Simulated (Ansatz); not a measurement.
## Structure relaxation of TlAs2

Theory: Ansatz, DFT PBE, scalar-relativistic, plane waves, PAW. Cutoff 420 eV, Γ-centred k mesh, Gaussian smearing, no spin polarisation in the final step.

TlAs2 was placed on the fluorite structure type (Fm-3m, No. 225), with Tl in place of Ca, As in place of F, at a guessed volume.

```
Tl As
1.0
     0.00000    3.25854    3.25854
     3.25854    0.00000    3.25854
     3.25854    3.25854    0.00000
Tl As
1 2
Cartesian
  0.0000 0.0000 0.0000
  1.6293 1.6293 1.6293
  4.8878 4.8878 4.8878
```

Cell and atoms relax at zero pressure; the relaxation can't lower the symmetry of the start. After a coarse first stage the cell is made exact in the group found at 0.06 Å.

The zero of energy is the elements' standard structures at the same level; no fitted shifts are applied.

Problem. Describe the relaxed structure.

Solution. It keeps Fm-3m (No. 225). The result has the fluorite structure. Conventional cell: a = 6.849 Å. Tl has 8 As at 2.97 Å; around As lie 4 Tl at 2.97 Å and 6 As at 3.42 Å.

```cif
data_structure
_symmetry_space_group_name_H-M 'Fm-3m'
_symmetry_Int_Tables_number 225
_cell_length_a 6.8493
_cell_length_b 6.8493
_cell_length_c 6.8493
_cell_angle_alpha 90.000
_cell_angle_beta 90.000
_cell_angle_gamma 90.000
_cell_volume 321.33
loop_
_atom_site_label
_atom_site_type_symbol
_atom_site_symmetry_multiplicity
_atom_site_Wyckoff_symbol
_atom_site_fract_x
_atom_site_fract_y
_atom_site_fract_z
_atom_site_occupancy
Tl1 Tl 4 a 0.00000 0.00000 0.00000 1
As1 As 8 c 0.25000 0.75000 0.75000 1
```

Problem. What are its volume, energy, density and gap?

Solution. The volume per atom is 26.78 Å³, the density is 7.32 g/cm³ and the energy over the elements is 0.60 eV/atom. The gap on the 12×12×12 mesh is 0 eV (a metal).

The final run used a 12×12×12 mesh on its 3-atom cell and 0.10 eV smearing. The k mesh leaves about 4 meV/atom of noise in metals. Spin–orbit coupling is left out. Symmetry constrained the relaxation, so the result can be a saddle point. The steps took roughly 14 core-seconds in all.

Cost: 3 runs of about 0.24 core-minutes in all, on AMD EPYC 9R45 (Zen 5) (shared hosts).